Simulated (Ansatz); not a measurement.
A nudged elastic band was laid between two geometries of BH4N (6 atoms, charge 0, multiplicity 1).

All numbers below come from RKS PBE-D4/def2-TZVP in Ansatz.

* movable images: 7
* climbing image: yes
* spring: 5.0 eV/Å²
* optimiser: quadratic models (default)
* start path: through a guess of the saddle point
* force threshold: 0.05 eV/Å
* iteration limit: 60
* end points: relaxed

First end point:

```xyz
6
Properties=species:S:1:pos:R:3
B 0.433 0.016 0.107
N 0.724 -0.016 1.469
H 0.019 -0.138 2.189
H 1.663 0.080 1.843
H 1.334 0.164 -0.675
H -0.710 -0.105 -0.245
```

Last end point:

```xyz
6
Properties=species:S:1:pos:R:3
B -0.158 -0.268 -0.221
N 0.972 -0.044 0.975
H 0.671 -0.751 1.667
H 1.094 0.863 1.478
H 1.886 -0.362 0.649
H -1.001 0.562 0.139
```

(1) What changes between the two ends?

(2) What energy profile does the band end with?

(3) What is the geometry of the highest image?

The band took 16 iterations and of the order of 2.4 core-minutes.

Results:

(1) Bonds broken: B1–H5. Bonds formed: N2–H5.

(2) It converged. The highest image is number 4 of 0 to 8, 448.4 kJ/mol above the first end and 24.5 kJ/mol above the last; the last end lies 424.0 kJ/mol above the first. Beside the main top the profile has a ripple of under 15 meV (maxima at images 4, 6), which may be a very shallow well or noise. Neighbouring images differ by up to 2.1 eV, so the band resolves the path poorly. A vibrational analysis at the climbing image gives one clearly imaginary mode, 1201i cm⁻¹: a first-order saddle point. The orbitals stay closed-shell, which can raise the energy where a bond breaks towards radicals; this wasn't checked here.

```json
{"image": "0", "path coordinate (Å)": "0.00", "energy (kJ/mol)": "0.0", "B1–H5 (Å)": "1.20", "N2–H5 (Å)": "2.24"}
{"image": "1", "path coordinate (Å)": "0.43", "energy (kJ/mol)": "26.6", "B1–H5 (Å)": "1.19", "N2–H5 (Å)": "2.11"}
{"image": "2", "path coordinate (Å)": "0.85", "energy (kJ/mol)": "126.2", "B1–H5 (Å)": "1.20", "N2–H5 (Å)": "1.87"}
{"image": "3", "path coordinate (Å)": "1.28", "energy (kJ/mol)": "324.5", "B1–H5 (Å)": "1.30", "N2–H5 (Å)": "1.52"}
{"image": "4", "path coordinate (Å)": "1.71", "energy (kJ/mol)": "448.4", "B1–H5 (Å)": "1.57", "N2–H5 (Å)": "1.15"}
{"image": "5", "path coordinate (Å)": "2.23", "energy (kJ/mol)": "424.1", "B1–H5 (Å)": "2.14", "N2–H5 (Å)": "1.03"}
{"image": "6", "path coordinate (Å)": "2.76", "energy (kJ/mol)": "424.7", "B1–H5 (Å)": "2.18", "N2–H5 (Å)": "1.02"}
{"image": "7", "path coordinate (Å)": "3.29", "energy (kJ/mol)": "424.6", "B1–H5 (Å)": "2.25", "N2–H5 (Å)": "1.02"}
{"image": "8", "path coordinate (Å)": "3.82", "energy (kJ/mol)": "424.0", "B1–H5 (Å)": "2.22", "N2–H5 (Å)": "1.02"}
```

(3) 
```xyz
6
Properties=species:S:1:pos:R:3
B 0.228 0.524 -0.122
N 0.811 -0.020 1.193
H 0.330 -0.593 1.933
H 1.591 0.500 1.600
H 1.386 -0.447 0.296
H -0.884 0.037 -0.211
```

Run time: 77 s on 2 threads of Arm Neoverse V1 (shared host), peak memory 0.11 GiB.
